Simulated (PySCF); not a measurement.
Species: C4H4NO (doublet state).
Structure used (GFN2-xTB), in Å, numbered top down from 1:
```
atom  x, y, z in Å
C1     1.584    0.263   -0.097
C2     0.223    0.057   -0.013
C3    -0.515   -1.173   -0.170
N4    -1.787   -0.990   -0.022
O5    -1.988    0.329    0.235
C6    -0.814    0.963    0.245
H7     2.001    1.242    0.044
H8     2.248   -0.553   -0.305
H9    -0.124   -2.148   -0.379
H10   -0.818    2.015    0.439
```

The hyperfine couplings belong to this conformer and change with its torsions.

Identity: `[CH2]C1=CON=C1` [radical].

Computed with UKS B3LYP, pcH-1 on C H N O, non-relativistic, mean-field spin-orbit, GIAO in PySCF. Geometry: GFN2-xTB; no solvent, vibrations or thermal averaging. Couplings are sensitive to structure, and on GFN2-xTB geometries they can be far from those on DFT ones. The SCF solution wasn't tested for stability.

Where do the isotropic ENDOR lines of N4, H8, H7, H10 and H9 fall at 1210.0 mT, to first order?

ν± = |νn ± a/2|, one line for each electron-spin manifold; νn = |g_N| × 7.62259 MHz/T × B.

```tsv
nuclei	isotope	g_N	νn (MHz)	a_iso (MHz)	lower line (MHz)	upper line (MHz)
N4	14N	0.4038	3.72	-1.59	2.93	4.52
H8	1H	5.5857	51.52	-49.36	26.84	76.20
H7	1H	5.5857	51.52	-48.28	27.38	75.66
H10	1H	5.5857	51.52	-28.91	37.07	65.97
H9	1H	5.5857	51.52	-6.28	48.38	54.66
```

Which pairs are centred on the nuclear Larmor frequency, and which on half the coupling?

Centred on νn, since |a| < 2νn: N4, H8, H7, H10 and H9. No pair has |a| > 2νn.

H7 and H8 aren't averaged: C1 is flat or nearly so (angle sum 360°), and its turn about the short C1–C2 bond (1.38 Å) is taken as slow.

Hardware: one thread, Arm Neoverse V2 (aarch64), shared host with 96 logical CPUs at a one-minute load of 58. Cost: 24 s wall (grids of density and orbitals included), 0.66 GiB resident at most.
